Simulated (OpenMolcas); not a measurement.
**SiCl⁺ at 1.991 Å: OpenMolcas input and output**

Input (each module block was a call of its own in one work directory; start orbitals came from a preliminary run):

```
&GATEWAY
Coord
2
angstrom
Cl 0.0 0.0 0.0
Si 0.0 0.0 1.9910
Basis=ANO-RCC-VTZP
Group=XY
RX2C
AMFI
ANGMom
0.0 0.0 0.0
RICD
&SEWARD
&GUESSORB
* RASSCF and CASPT2 blocks for each multiplicity and irrep, as for the first:
&RASSCF
FileOrb=$CurrDir/o11.orb
Symmetry=1
Spin=1
nActEl=8 0 0
Inactive=7 4
RAS2=3 4
CIRoot=4 4 1
Linear
Iterations=120 100
OrbListing=Nothing
PRWF=0.15
>>COPY $Project.RasOrb $CurrDir/o11.orb
>>COPY $Project.rasscf.h5 $CurrDir/r11.h5
&CASPT2
XMultistate=all
Imaginary=0.2
IPEA=0.25
MaxIter=40
>>COPY $Project.JobMix JOB001
&RASSI
Nr of JobIphs=4 4 2 4 2
1 2 3 4
1 2
1 2 3 4
1 2
SpinOrbit
EJob
Omega
MEES
MESO
Properties=4
'AngMom' 3 'Mltpl  1' 1 'Mltpl  1' 2 'Mltpl  1' 3
Thrs=1.0d-4
>>COPY $Project.rassi.h5 $CurrDir/so.h5
```

```bash
pymolcas m.inp
```

C2 symmetry about the axis (a holds Σ, Δ, Γ; b holds Π, Φ, H; Σ⁺ and Σ⁻ are not told apart); roots by multiplicity and irrep: 1a 4, 3b 2, 3a 4, 1b 2.

RASSI part of the output, in excerpt:

```
SPIN-FREE ENERGIES:
  (Shifted by EMIN (a.u.) =       -750.4993933084)
 SF State       Relative EMIN(au)   Rel lowest level(eV)    D:o, cm**(-1)      Abs_M
     1             0.0000000000        0.0000000000              0.0000         0.0
     5             0.1462336900        3.9792214217          32094.5852         1.0
     6             0.1462336900        3.9792214217          32094.5852         1.0
     7             0.2027602343        5.5173870518          44500.7277         0.0
    11             0.2057045459        5.5975058507          45146.9294         1.0
    12             0.2057045459        5.5975058507          45146.9294         1.0
     8             0.2135614133        5.8113021053          46871.3125         2.0
     9             0.2136271341        5.8130904599          46885.7365         2.0
     2             0.2195262357        5.9736131915          48180.4397         2.0
     3             0.2197075739        5.9785476558          48220.2388         2.0
     4             0.2204256147        5.9980865396          48377.8305         0.0
    10             0.2219831118        6.0404681940          48719.6616         0.0
++ Dipole transition strengths (spin-free states):
     for osc. strength at least  1.00000000E-05
      From   To        Osc. strength     Einstein coefficients Ax, Ay, Az (sec-1)    Total A (sec-1)
         1   11       5.22808309E-02  7.10764548E+07  2.51806766E+03  0.00000000E+00  7.10789728E+07
         1   12       5.22808309E-02  2.51806762E+03  7.10764548E+07  0.00000000E+00  7.10789728E+07
         5    7       8.89813806E-04  1.51950279E+03  8.98318315E+04  0.00000000E+00  9.13513343E+04
         5    8       7.66546554E-04  1.03047630E+05  8.59685530E+03  0.00000000E+00  1.11644485E+05
         5    9       7.67294747E-04  8.62203911E+03  1.03349697E+05  0.00000000E+00  1.11971736E+05
         5   10       3.40782779E-04  6.17819823E+04  1.04513975E+03  0.00000000E+00  6.28271221E+04
         6    7       8.89813817E-04  8.98318324E+04  1.51950300E+03  0.00000000E+00  9.13513354E+04
         6    8       7.66546557E-04  8.59685513E+03  1.03047631E+05  0.00000000E+00  1.11644486E+05
         6    9       7.67294758E-04  1.03349699E+05  8.62203871E+03  0.00000000E+00  1.11971737E+05
         6   10       3.40782780E-04  1.04513965E+03  6.17819827E+04  0.00000000E+00  6.28271224E+04
        11    2       1.18898600E-04  3.59061261E+01  6.93904043E+02  0.00000000E+00  7.29810169E+02
        11    3       1.20458635E-04  7.21576286E+02  3.73380174E+01  0.00000000E+00  7.58914303E+02
        11    4       2.52058878E-04  7.05505681E-02  1.75498782E+03  0.00000000E+00  1.75505837E+03
        12    2       1.18898615E-04  6.93904136E+02  3.59061268E+01  0.00000000E+00  7.29810263E+02
        12    3       1.20458628E-04  3.73379513E+01  7.21576306E+02  0.00000000E+00  7.58914257E+02
        12    4       2.52058867E-04  1.75498775E+03  7.05528708E-02  0.00000000E+00  1.75505830E+03
 Electric-quadrupole - electric-quadrupole not included
 Electric-dipole - electric-octupole not included
 Electric-dipole - magnetic-quadrupole not included
   Eigenvalues of complex Hamiltonian:
  (Shifted by EMIN (a.u.) =       -750.4993933084)
 SO State       Relative EMIN(au)   Rel lowest level(eV)    D:o, cm**(-1)      Omega
     1            -0.0000076555        0.0000000000              0.0000         0.0
     2             0.1457008992        3.9649317610          31979.3313         0.0
     3             0.1457123885        3.9652444018          31981.8529         0.0
     4             0.1462190428        3.9790311660          32093.0507         1.0
     5             0.1462190428        3.9790311660          32093.0507         1.0
     6             0.1467439441        3.9933144600          32208.2532         2.0
     7             0.1467439522        3.9933146786          32208.2550         2.0
     8             0.2024858398        5.5101287128          44442.1852         1.0
     9             0.2024858398        5.5101287128          44442.1852         1.0
    10             0.2027269248        5.5166889689          44495.0973         0.0
    11             0.2057011786        5.5976225382          45147.8705         1.0
    12             0.2057011786        5.5976225381          45147.8705         1.0
    13             0.2127289019        5.7888566316          46690.2775         3.0
    14             0.2127289019        5.7888566316          46690.2775         3.0
    15             0.2131376765        5.7999799550          46779.9932         2.0
    16             0.2131878647        5.8013456471          46791.0082         2.0
    17             0.2145687352        5.8389210460          47094.0742         1.0
    18             0.2145687352        5.8389210460          47094.0742         1.0
    19             0.2199762394        5.9860667327          48280.8842         2.0
    20             0.2201419518        5.9905759961          48317.2539         2.0
    21             0.2204707693        5.9995235763          48389.4210         0.0
    22             0.2219911230        6.0408945072          48723.1001         0.0
    23             0.2221664313        6.0456648891          48761.5758         1.0
    24             0.2221664313        6.0456648891          48761.5758         1.0
 Weights of the five most important spin-orbit-free states for each spin-orbit state.
 SO State  Total energy (au)           Spin-free states, spin, and weights
    1        -0.000008       1 0.0  1.0000    6 1.0  0.0000    5 1.0  0.0000   10 1.0  0.0000    7 1.0  0.0000
    2         0.145701       5 1.0  0.4999    6 1.0  0.4999    7 1.0  0.0001    4 0.0  0.0001   10 1.0  0.0000
    3         0.145712       6 1.0  0.4999    5 1.0  0.4999   10 1.0  0.0001    1 0.0  0.0000    7 1.0  0.0000
    4         0.146219       6 1.0  0.9998   12 0.0  0.0001    7 1.0  0.0001    8 1.0  0.0000    9 1.0  0.0000
    5         0.146219       5 1.0  0.9998   11 0.0  0.0001    7 1.0  0.0001    8 1.0  0.0000    9 1.0  0.0000
    6         0.146744       6 1.0  0.4999    5 1.0  0.4999    9 1.0  0.0001    2 0.0  0.0001    8 1.0  0.0000
    7         0.146744       5 1.0  0.4999    6 1.0  0.4999    8 1.0  0.0001    3 0.0  0.0001    9 1.0  0.0000
    8         0.202486       7 1.0  0.9535   12 0.0  0.0264   11 0.0  0.0138   10 1.0  0.0060    8 1.0  0.0001
    9         0.202486       7 1.0  0.9535   11 0.0  0.0264   12 0.0  0.0138   10 1.0  0.0060    8 1.0  0.0001
   10         0.202727       7 1.0  0.9976    4 0.0  0.0023    6 1.0  0.0001    5 1.0  0.0001    1 0.0  0.0000
   11         0.205701      12 0.0  0.5999   11 0.0  0.3463    7 1.0  0.0387    8 1.0  0.0057    9 1.0  0.0056
   12         0.205701      11 0.0  0.5999   12 0.0  0.3463    7 1.0  0.0387    8 1.0  0.0057    9 1.0  0.0056
   13         0.212729       8 1.0  0.5176    9 1.0  0.4824   12 0.0  0.0000   11 0.0  0.0000   10 1.0  0.0000
   14         0.212729       8 1.0  0.5176    9 1.0  0.4824   12 0.0  0.0000   11 0.0  0.0000   10 1.0  0.0000
   15         0.213138       8 1.0  0.9385    3 0.0  0.0609    2 0.0  0.0004    9 1.0  0.0002    5 1.0  0.0000
   16         0.213188       9 1.0  0.9343    2 0.0  0.0651    3 0.0  0.0004    8 1.0  0.0002    6 1.0  0.0000
   17         0.214569       9 1.0  0.5118    8 1.0  0.4765   12 0.0  0.0058   11 0.0  0.0058   10 1.0  0.0001
   18         0.214569       9 1.0  0.5118    8 1.0  0.4765   11 0.0  0.0058   12 0.0  0.0058   10 1.0  0.0001
   19         0.219976       2 0.0  0.9344    9 1.0  0.0652    8 1.0  0.0003    5 1.0  0.0001    6 1.0  0.0001
   20         0.220142       3 0.0  0.9387    8 1.0  0.0609    9 1.0  0.0003    6 1.0  0.0001    5 1.0  0.0001
   21         0.220471       4 0.0  0.9977    7 1.0  0.0023    5 1.0  0.0000    6 1.0  0.0000   10 1.0  0.0000
   22         0.221991      10 1.0  0.9999    6 1.0  0.0000    5 1.0  0.0000    1 0.0  0.0000    4 0.0  0.0000
   23         0.222166      10 1.0  0.9901    7 1.0  0.0078   12 0.0  0.0010   11 0.0  0.0010    6 1.0  0.0000
   24         0.222166      10 1.0  0.9901    7 1.0  0.0078   11 0.0  0.0010   12 0.0  0.0010    5 1.0  0.0000
++ Dipole transition strengths (SO states):
        for osc. strength at least   1.00000000E-05
      From   To        Osc. strength     Einstein coefficients Ax, Ay, Az (sec-1)    Total A (sec-1)
         1    8       2.09070426E-03  9.33223702E+05  1.82116762E+06  0.00000000E+00  2.75439132E+06
         1    9       2.09070424E-03  1.82116760E+06  9.33223692E+05  0.00000000E+00  2.75439129E+06
         1   11       4.94536196E-02  2.42242445E+07  4.30137656E+07  0.00000000E+00  6.72380101E+07
         1   12       4.94536196E-02  4.30137656E+07  2.42242445E+07  0.00000000E+00  6.72380102E+07
         1   17       6.14029162E-04  4.54158858E+05  4.54213170E+05  0.00000000E+00  9.08372028E+05
         1   18       6.14029162E-04  4.54213169E+05  4.54158859E+05  0.00000000E+00  9.08372028E+05
         1   23       1.18570773E-04  9.40252992E+04  9.40255686E+04  0.00000000E+00  1.88050868E+05
         1   24       1.18570773E-04  9.40255691E+04  9.40252987E+04  0.00000000E+00  1.88050868E+05
         2    8       4.47447250E-04  3.06543587E+04  1.57030422E+04  0.00000000E+00  4.63574009E+04
         2    9       4.47447258E-04  1.57030428E+04  3.06543589E+04  0.00000000E+00  4.63574016E+04
         2   10       1.17081302E-05  0.00000000E+00  0.00000000E+00  1.22333284E+03  1.22333284E+03
         2   11       5.64837410E-05  4.17954147E+03  2.35388309E+03  0.00000000E+00  6.53342456E+03
         2   12       5.64837412E-05  2.35388314E+03  4.17954145E+03  0.00000000E+00  6.53342459E+03
         2   17       7.63293375E-04  5.81609136E+04  5.81539588E+04  0.00000000E+00  1.16314872E+05
         2   18       7.63293366E-04  5.81539586E+04  5.81609125E+04  0.00000000E+00  1.16314871E+05
         2   21       1.02872057E-05  0.00000000E+00  0.00000000E+00  1.84782806E+03  1.84782806E+03
         2   23       1.22078608E-04  1.14670712E+04  1.14670384E+04  0.00000000E+00  2.29341095E+04
         2   24       1.22078607E-04  1.14670381E+04  1.14670712E+04  0.00000000E+00  2.29341093E+04
         3    8       4.75063246E-04  1.66658428E+04  3.25327755E+04  0.00000000E+00  4.91986183E+04
         3    9       4.75063239E-04  3.25327754E+04  1.66658423E+04  0.00000000E+00  4.91986176E+04
         3   17       7.92202847E-04  6.03363833E+04  6.03435982E+04  0.00000000E+00  1.20679981E+05
         3   18       7.92202857E-04  6.03435993E+04  6.03363835E+04  0.00000000E+00  1.20679983E+05
         3   23       1.14433659E-04  1.07457060E+04  1.07457370E+04  0.00000000E+00  2.14914430E+04
         3   24       1.14433660E-04  1.07457370E+04  1.07457063E+04  0.00000000E+00  2.14914433E+04
         4   10       8.86738836E-04  8.94624668E+04  1.51307931E+03  0.00000000E+00  9.09755462E+04
         4   15       7.17513049E-04  7.14836184E+03  9.60885055E+04  0.00000000E+00  1.03236867E+05
         4   16       7.14917144E-04  9.58991209E+04  7.11859438E+03  0.00000000E+00  1.03017715E+05
         4   19       5.22863596E-05  8.07606107E+03  1.06313705E+03  0.00000000E+00  9.13919812E+03
         4   20       4.89190891E-05  1.00642151E+03  7.58267224E+03  0.00000000E+00  8.58909374E+03
         4   22       3.40684004E-04  1.04543967E+03  6.18010530E+04  0.00000000E+00  6.28464927E+04
         5   10       8.86738825E-04  1.51307911E+03  8.94624659E+04  0.00000000E+00  9.09755450E+04
         5   15       7.17513047E-04  9.60885049E+04  7.14836204E+03  0.00000000E+00  1.03236867E+05
         5   16       7.14917133E-04  7.11859474E+03  9.58991189E+04  0.00000000E+00  1.03017714E+05
         5   19       5.22863612E-05  1.06313709E+03  8.07606132E+03  0.00000000E+00  9.13919841E+03
         5   20       4.89190859E-05  7.58267217E+03  1.00642102E+03  0.00000000E+00  8.58909319E+03
         5   22       3.40684001E-04  6.18010525E+04  1.04543977E+03  0.00000000E+00  6.28464922E+04
         6    8       3.82151022E-04  3.32942009E+04  4.85710217E+03  0.00000000E+00  3.81513031E+04
         6    9       3.82150990E-04  4.85710074E+03  3.32941992E+04  0.00000000E+00  3.81512999E+04
         6   11       1.37255125E-05  1.31819749E+03  2.14701939E+02  0.00000000E+00  1.53289942E+03
         6   12       1.37255119E-05  2.14701928E+02  1.31819743E+03  0.00000000E+00  1.53289936E+03
         6   13       7.50964072E-04  5.25278872E+04  5.25278872E+04  0.00000000E+00  1.05055774E+05
         6   14       7.50964463E-04  5.25279150E+04  5.25279142E+04  0.00000000E+00  1.05055829E+05
         6   19       1.41589569E-05  0.00000000E+00  0.00000000E+00  2.43976185E+03  2.43976185E+03
         6   23       2.28586338E-04  2.08897572E+04  2.08897057E+04  0.00000000E+00  4.17794629E+04
         6   24       2.28586457E-04  2.08897165E+04  2.08897682E+04  0.00000000E+00  4.17794847E+04
         7    8       3.82053343E-04  4.85514413E+03  3.32863964E+04  0.00000000E+00  3.81415405E+04
         7    9       3.82053375E-04  3.32863981E+04  4.85514556E+03  0.00000000E+00  3.81415437E+04
         7   11       1.39094418E-05  2.19168486E+02  1.33427219E+03  0.00000000E+00  1.55344068E+03
         7   12       1.39094418E-05  1.33427218E+03  2.19168497E+02  0.00000000E+00  1.55344068E+03
         7   13       7.50854437E-04  5.25202061E+04  5.25202054E+04  0.00000000E+00  1.05040412E+05
         7   14       7.50854045E-04  5.25201784E+04  5.25201783E+04  0.00000000E+00  1.05040357E+05
         7   20       1.39924229E-05  0.00000000E+00  0.00000000E+00  2.42198948E+03  2.42198948E+03
         7   23       2.28616965E-04  2.08925000E+04  2.08925518E+04  0.00000000E+00  4.17850517E+04
         7   24       2.28616845E-04  2.08925408E+04  2.08924892E+04  0.00000000E+00  4.17850299E+04
         8   11       1.13098982E-04  0.00000000E+00  0.00000000E+00  3.75684308E+01  3.75684308E+01
...
```

Only roots inside an energy window near the equilibrium distance were included, so the list of states is not complete; labels number the states computed. Each spin and symmetry block has orbitals of its own, averaged over its own roots, so gaps between blocks are less sure than gaps within one and near the minimum can be off by tenths of an eV, in bad cases by more. No Rydberg orbitals are active, so Rydberg states, and σ→σ* states whose orbital the CASSCF left unused, can be missing between those listed. CASPT2 splits the two components of degenerate states numerically, here by up to 40 cm⁻¹.
